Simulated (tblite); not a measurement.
Here is a computed GFN2-xTB geometry (Å):
```
atom  x, y, z in Å
C1    -1.0505    0.5154   -0.2106
C2     0.0397   -0.5084   -0.2566
S3    -0.3515   -2.1241   -0.6824
C4     1.3138   -0.1850    0.0280
F5     2.3439   -1.0115    0.0180
F6     1.7169    1.0348    0.3683
H7    -1.8119    0.2074    0.5040
H8    -1.5244    0.5879   -1.1880
H9    -0.6625    1.4896    0.0750
```

Doublet state.

**Question.** Which heavy atoms are bonded, and with what formal order?

**Answer.** C1–C2 1.50 Å (single); C2–S3 1.72 Å (double); C2–C4 1.34 Å (single); C4–F5 1.32 Å (single); C4–F6 1.33 Å (single). Bonds to hydrogen (Å): C1–H7 1.09; C1–H8 1.09; C1–H9 1.09. The orders are those of one drawing; other resonance forms can be drawn.

**Question.** Give the structure as a SMILES string.

**Answer.** `CC(=S)[C](F)F`, C3H3F2S.

**Question.** What is the point group of this geometry?

**Answer.** Cs (tolerance 0.08 Å).

**Question.** Describe the place of each heavy atom.

**Answer.** C1: carbon bonded to C and 3 H; C2: carbon bonded to 2 C and S; S3: sulfur bonded to C; C4: carbon bonded to C and 2 F; F5: fluorine bonded to C; F6: fluorine bonded to C.

**Question.** What is the arrangement about C1?

**Answer.** It has 4 neighbours (C2, H7, H8, H9) and is tetrahedral (angles from 107.7° to 111.2°).

**Question.** What is the arrangement about C4?

**Answer.** It has 3 neighbours (C2, F5, F6) and is planar (angles 125.9°, 124.2° and 109.9°, sum 360.0°, 0.00 Å off the plane of its three neighbours).
